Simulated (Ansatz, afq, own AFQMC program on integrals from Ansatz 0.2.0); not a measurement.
Where AFQMC and coupled cluster stand for BH$_{2}$O, doublet

```xyz
4

B     0.0000   -0.1079    0.7611
O     0.0000    0.0846   -0.5579
H     0.0000    0.5371    1.7738
H     0.0000   -0.7218   -1.0814
```

Connectivity, by distances: BH–OH.

Basis cc-pVDZ. Noble-gas cores (and the filled d shells of Ga–Kr and In–Xe) are frozen. Integrals, coupled cluster, full CI and functionals: Ansatz 0.2.0; the random walks run on the same integrals in our own AFQMC program. ph-AFQMC/CISD is guided by a CISD state made of CCSD amplitudes; releasing the constraint for a short imaginary time cuts its bias at the price of noise, slowly where states lie close. Free projection: walkers drawn from exp(T), propagated without any constraint. Its projection time is finite, and what remains of the start isn't in its error. ± is one standard error of the sampling.

Determinant: UHF, the one that the program's search chose, which needn't be the lowest solution. The geometry is a point of a scan.

No full CI on the walks' own integrals is used here; CCSDT(Q) serves as the reference and is uncertain by about the last step of the cluster series.

The T1 diagnostic is 0.0170, the weight of the determinant in the CISD state is 0.911 and the ⟨S²⟩ of the determinant is 0.753. The size of the correlated space is 11 electrons in 36 orbitals.

| level | correlation energy (eV) |
| --- | --- |
| MP2 | -6.9143 |
| CCSD | -7.3905 |
| CCSD(T) | -7.5614 |

(1) Estimate where AFQMC with the constraint released lies against CCSD(T) on the same integrals.

(1) 3.2 ± 1.4 kJ/mol below CCSD(T).

Reference: CCSDT(Q), correlation energy -7.593 eV. The released energy is read at 2.40 1/Eh (meV from the phaseless value at times in 1/Eh: -1 ± 14 at 0.24, -10 ± 11 at 0.51, -11 ± 13 at 0.99, 4 ± 12 at 1.62, -1 ± 15 at 2.40).

```tsv
level	E − E(reference) (kJ/mol)	share of correlation (%)
CCSD(T)	3.0	99.58
CCSDT	1.6	99.78
ph-AFQMC/HF	-0.3 ± 5.3	100.04
ph-AFQMC/CISD	-0.1 ± 1.3	100.01
released AFQMC	-0.1 ± 1.4	100.02
free AFQMC	0.1 ± 1.7	99.99
```

Free projections are given only where their last times agree within the noise and don't stop above the reference; a slow remainder of the start can still hide under it. A walk keeps the symmetry of its determinant, which the program's search chose and which needn't be the lowest solution, so a lower state of the same spin and another symmetry isn't excluded. Released energies are given only where the last usable release times agree within the noise; a slower fall can still hide under it.
